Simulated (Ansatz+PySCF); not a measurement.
Values are calculated unless marked as measured or tabulated.
Several solutions for singlet C₂H₆ in separate pieces

```xyz
8

C     0.0000    0.0000    0.0000
H     1.0903    0.0000    0.0000
H    -0.5452    0.9443    0.0000
H    -0.5452   -0.9443    0.0000
C    30.0000    0.0000    0.0000
H    29.8967   -0.9660   -0.4950
H    30.2784    0.8817   -0.5779
H    29.8250    0.0843    1.0729
```

Basis set: cc-pVDZ (spherical functions). Charge 0, multiplicity 1.

PBE0 (restricted) was run from several starts with Ansatz (development build ahead of 0.2.0) and PySCF 2.14.0.

```json
{"run": "A", "program": "PySCF", "start": "program defaults", "converged": "no", "energy (hartree)": "–", "<S²>": "–"}
{"run": "B", "program": "PySCF", "start": "guess minao, instabilities followed", "converged": "yes", "energy (hartree)": "-79.46701", "<S²>": "0.00"}
{"run": "C", "program": "Ansatz", "start": "atomic start, no search", "converged": "yes", "energy (hartree)": "-79.46701", "<S²>": "0.00"}
{"run": "D", "program": "Ansatz", "start": "stability test followed", "converged": "yes", "energy (hartree)": "-79.46701", "<S²>": "0.00"}
{"run": "E", "program": "Ansatz", "start": "search for the lowest state", "converged": "yes", "energy (hartree)": "-79.46701", "<S²>": "0.00"}
```

**Question.** Which runs reached the lowest solution of this kind, and what is wrong with the others?

**Answer.** B, C, D, E reached the lowest solution found. Not converged: A. Caution: charge can spread falsely over distant fragments. Caution: an unrestricted determinant lies well below (2.70 eV lower).
